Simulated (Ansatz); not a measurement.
```yaml
crystal:
  periodic: [false, false, false]
  atoms:
    - {symbol: B, position_ang: [-0.804135, -1.007635, 0.058923]}
    - {symbol: B, position_ang: [0.687280, -0.670406, 0.177610]}
    - {symbol: B, position_ang: [-0.816001, 0.509023, -0.168457]}
    - {symbol: H, position_ang: [-0.919411, 1.671814, -0.352792]}
    - {symbol: H, position_ang: [1.852267, -0.502807, 0.284726]}
basis:
  gaussian: {orbitals: "6-31G*"}
magnetization: {spin_polarized: true, initial_magnetization: 1}
hamiltonian: {xc: {name: HSE06}, dispersion: d3bj}
scf: {lower_state_search: light}
```

```sh
$ ansatz run in.yaml --threads 4 --pin off --events-out ev --progress --plain --max-ram 3916MiB
```

Output, abridged:

```
Functional definition: HSE06
534 factors; their error is unknown
61 factors; integrals over basis functions are off by at most 2.7e-7 eV
mean field evaluation 1: about -2051.9377 eV, gradient 1.3e1 eV
mean field evaluation 2: about -2052.4757 eV, gradient 9.9e0 eV
mean field evaluation 4: about -2053.1366 eV, gradient 1.6e0 eV
mean field evaluation 8: about -2053.1141 eV, gradient 1.7e-2 eV
mean field evaluation 16: about -2053.1141 eV, gradient 8.0e-5 eV
mean field evaluation 32: about -2053.0865 eV, gradient 4.5e-1 eV
mean field -2053.11414756 eV, -75.4505532722 hartree, gradient 1.6e-5 eV, S^2 0.752710; 6 other end points of the search recorded, 0 dependent functions left out
reference -2053.11417465 eV, -75.4505542677 hartree; 9, 8 occupied and 40, 41 virtual orbitals, 534 factors
Total energy: -2053.16023789 eV, -75.4522470603 hartree
```

Hardware: 4 threads of Arm Neoverse N1 on a shared host. Wall time 1.2 s.

The 6-31G sets use Cartesian d functions. HSE06 is defined as in plane-wave codes, on full-range PBE exchange.
